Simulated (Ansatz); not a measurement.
# LiMgH (singlet): the correlation ladder at angle Li1–Mg2–H3 = 124.2°, cc-pVTZ

One table from this session's results is given with a row withheld; the runs are named, their logs left out.

Computed with Ansatz 0.2.0, Gaussian basis. Level: cc-pVTZ, core rule «outside noble gas», up to 6 orbitals frozen.

The runs, in order: UHF; CCSD(T) on RHF; CCSD(T) on UHF; BCCD(T) on RHF; CCSDT(Q) on RHF; CCSDT(Q) on UHF; Full CI.

24 further runs of the same task are left out: 14 for a known fault of the program, 6 that didn't finish, 4 set aside as unsound or not needed.

## The system

The geometry derives from a PBE0/def2-TZVP stationary point (not a proven minimum). One angle is set to the value named; bond lengths are kept.

3 atoms, charge 0, spin multiplicity 1.

Atoms are counted from 1 here; the program's logs count them from 0.

Bond lengths: Mg2–H3 1.746 Å.

Coordinates:

```
Li    0.9990    0.0000    1.9832
Mg   -0.3065    0.0000   -0.4824
H     0.5107    0.0000   -2.0257
```

Set-up of the first run:

in.yaml

```yaml
crystal:
  periodic: [false, false, false]
  atoms:
    - {symbol: Li, position_ang: [0.999005, 0.000000, 1.983249]}
    - {symbol: Mg, position_ang: [-0.306473, 0.000000, -0.482368]}
    - {symbol: H, position_ang: [0.510673, 0.000000, -2.025688]}
basis:
  gaussian: {orbitals: cc-pVTZ}
magnetization: {spin_polarized: true, initial_magnetization: 0}
hamiltonian: {xc: hf}
output: {orbitals: {seedname: orbitals}}
```

Run with:

```bash
$ ansatz run in.yaml --threads 1 --pin off --events-out ev --progress --plain --max-ram 2393MiB
```

Among the steps run: UHF; CCSD(T) on RHF; CCSD(T) on UHF; BCCD(T) on RHF; CCSDT(Q) on RHF; CCSDT(Q) on UHF; Full CI.

One of the session's tables, all rows but one given; the rest of the session is left out.

It belongs to the step «Misses and costs». 

```
   method  from FCI (meV)
      RHF         +2012.5
      UHF         +1986.1
     RMP2          +531.7
    RCCSD           +40.1
 RCCSD(T)           +10.4
  BCCD(T)               ?
   RCCSDT            +1.6
RCCSDT(Q)            +0.3
      FCI               0
```

**Question.** Estimate the row for BCCD(T).

The run gave: from FCI (meV): +10.2. In the column «from FCI (meV)» it lies between RCCSDT (+1.6) and RCCSD(T) (+10.4).

Not comparable, so not listed: CCSD(T) on UHF; CCSDT(Q) on UHF (they don't share determinant, frozen orbitals or solution with the rows shown, or repeat one).
